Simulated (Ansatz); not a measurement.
Barrier H + CH4 (SMILES C) via CH5, on the benchmark's geometries as Psi4's copy gives them; open shells unrestricted, no zero-point energy, no spin–orbit coupling.
Transition structure (charge 0, multiplicity 2):
```xyz
6

C      0.00000     0.26481     0.00000
H      1.05343     0.51667     0.00000
H     -0.52663     0.51702     0.91225
H     -0.52663     0.51702    -0.91225
H     -0.00026    -1.11777     0.00000
H      0.00008    -2.02183     0.00000
```

Correlated levels freeze the cores. CBS: X⁻³ extrapolation of the correlation energy, Hartree–Fock from the larger set.

Programs: Ansatz (a quantum-chemistry and plane-wave program) with Gaussian orbitals. Each number belongs to the level named beside it.

Barrier heights (kcal/mol): PBE/def2-TZVPPD 9.26; B3LYP/def2-TZVPPD 9.51; wB97M-V/def2-TZVPPD 14.27; CCSD(T)/CBS(aug-cc-pVDZ, aug-cc-pVTZ) 14.68.

Problem. With all else equal, by what factor does exp(−ΔE‡/RT) at 298.15 K differ from its value at CCSD(T)/CBS(aug-cc-pVDZ, aug-cc-pVTZ)?

Solution. 
RT = 0.5925 kcal/mol, so the factor is exp(−(ΔE‡ − 14.68)/RT): PBE/def2-TZVPPD 9400; B3LYP/def2-TZVPPD 6100; wB97M-V/def2-TZVPPD 2. Each 1.36 kcal/mol is a factor of ten. CCSD(T)/CBS(aug-cc-pVDZ, aug-cc-pVTZ) is the comparison, a level with limits of its own.
